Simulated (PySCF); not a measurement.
Work out the structure from these simulated measurements.

Formula: C2HAl; singlet state.

| Property | Result |
| --- | --- |
| Dipole | 0.69 D [CAM-B3LYP/def2-SVPD] |
| Rotational structure | rotational constant B (linear): 4.895 GHz [PBE0-D3(BJ)/def2-SVP] |
| NMR, other nuclei | isotropic shieldings of nuclei other than C and H, by class: 336 (1 Al) ppm [GIAO PBE0/pcSseg-1] |
| Polarisability | 62.5 au [CAM-B3LYP/def2-SVPD] |
| Triplet | lowest triplet excitation (Tamm–Dancoff): 2.22 eV [TDA CAM-B3LYP/def2-SVPD] |
| Valence photoelectron | vertical ionisation energy: 8.61 eV [ΔSCF CAM-B3LYP/def2-SVPD] |
| 13C NMR | chemical shifts (computed TMS as zero) by class: 117.1 (1 C), 74.2 (1 C) ppm [GIAO PBE0/pcSseg-1] |
| 1H NMR | chemical shifts (computed TMS as zero) by class: 1.20 (1 H) ppm [GIAO PBE0/pcSseg-1] |
| UV, first state | lowest singlet excitation: 3.69 eV (336 nm, f = 0.207 summed over 2 states within 0.01 eV) [TDDFT CAM-B3LYP/def2-SVPD] |

Gas-phase values; electronic properties from PySCF, density fitting. Levels stand in brackets. Geometry: PBE0-D3(BJ)/def2-SVP; no solvent, vibrations or thermal averaging. Each NMR value is the plain mean over a class of atoms that symmetry, rotation or inversion makes alike.

Q: What is the compound? Reason from the data.

A: Numbering: `[CH:1]#[C:2][Al:3]`. 2 carbons fall into 2 classes; from least to most shielded: alkyne carbon [C2] (117.1 ppm), terminal alkyne carbon [C1] (74.2 ppm). The one hydrogen (1.20 ppm): alkyne hydrogen. The other shieldings belong to: 336 ppm, aluminium bonded to C [Al3]. The first electron is taken from the HOMO, whose largest Löwdin shares are 0.83 on the aluminium bonded to C and 0.14 on the alkyne carbon. The optimised geometry has point group C∞v and is a linear rotor. Structure: ethynylaluminium (`C#[C][Al]`) [singlet]. The assignments are read from this structure; whether some other isomer fits the data as well wasn't checked.
